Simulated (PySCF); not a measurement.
# SO3, singlet: computed properties

Method: PBE/[S def2-TZVP, O def2-TZVP], no relativity, density fitting, PySCF.

The structure is a minimum.

Z-matrix (Å, degrees; charge 0 multiplicity 1):
```
S
O  1 1.4442
O  1 1.4442 2 120.00
O  1 1.4442 2 120.00 3 180.00
```

- Point group: D3h
- Bond lengths: S–O 1.444 Å (×3)
- Bond angles: O–S–O 120.0° (×3)
- Rotational constants: 0.3369, 0.3369, 0.1684 cm⁻¹
- Enthalpy at 298.15 K above 0 K: 11.89 kJ/mol
- Entropy at 298.15 K and 1 bar: 258.0 J/(mol K)
- Zero-point energy: 31.0 kJ/mol
- Principal quadrupole moments (Buckingham, traceless) about the centre of mass: -2.83, -2.83, 5.66 D Å
- Atomisation energy without zero-point energy: 1567 kJ/mol
- Heat capacity Cp at 298.15 K: 51.8 J/(mol K)
- Dipole moment: 0.00 D
- Principal polarisabilities: 16.5, 31.0, 31.0 bohr³
- Rotational symmetry number: 6
- Lowest empty level: -3.60 eV
- Highest occupied level: -8.24 eV

Harmonic modes (masses in u: S 31.972, O 15.995):
| symmetry | ω (cm⁻¹) | IR (km/mol, summed over degenerate members) |
| --- | --- | --- |
| a2'' | 469 | 24.8 |
| e' | 497 | 44.4 |
| a1' | 1021 | 0.0 |
| e' | 1347 | 341 |

In D3h the vibrations span a2'' + 2e' + a1'. The a1' mode carries no infrared intensity, as symmetry demands.

Charges (e):
```tsv
atom	Mulliken	Löwdin	polar tensor	Mayer order to S1
S1	0.84	0.56	1.51	–
O2,3,4	-0.28	-0.19	-0.50	1.92
```

Mulliken populations on S1: s 5.34, p 8.73, d 0.99, f 0.10.

Counting electrons, sulfur keeps none of its valence electrons outside its bonds, so the VSEPR class is AX3 and the expected shape is trigonal planar (D3h), as computed.

The final relaxation and frequency run took 100 s on 2 threads of a shared Intel Xeon @ 2.50GHz (Skylake/Cascade Lake) host, with 130 basis functions and 7 gradients; the process peaked at 1.2 GiB.
